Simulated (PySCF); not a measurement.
Ligands exchanged one at a time, B F-CH3. Gas-phase values, no solvent. Strings in code marks are SMILES.

The T1 excitation (TDA) from two functionals at the same geometries (PBE0-D3(BJ)/def2-TZVP), both in PySCF: PBE-D3(BJ)/def2-TZVP and TPSSh-D3(BJ)/def2-TZVP. Excitations are Tamm–Dancoff values on a coarser integration grid. The basis has no diffuse functions, so Rydberg states are missing or too high.

| species | PBE-D3(BJ)/def2-TZVP (eV) | TPSSh-D3(BJ)/def2-TZVP (eV) |
|---|---|---|
| 0 of 3 F replaced by CH3 (`FB(F)F`) | 9.50 | 10.17 |
| 1 of 3 F replaced by CH3 (`B(F)(F)C`) | 7.45 | 7.81 |
| 2 of 3 F replaced by CH3 (`B(C)(C)F`) | 5.88 | 6.21 |
| 3 of 3 F replaced by CH3 (`B(C)(C)C`) | 5.58 | 5.90 |

Over these rows, drawn at random from the members with no instability flagged (it was tested for open shells, ions and some series alone), PBE minus TPSSh-D3(BJ): mean -0.42 eV, from -0.67 eV to -0.32 eV.
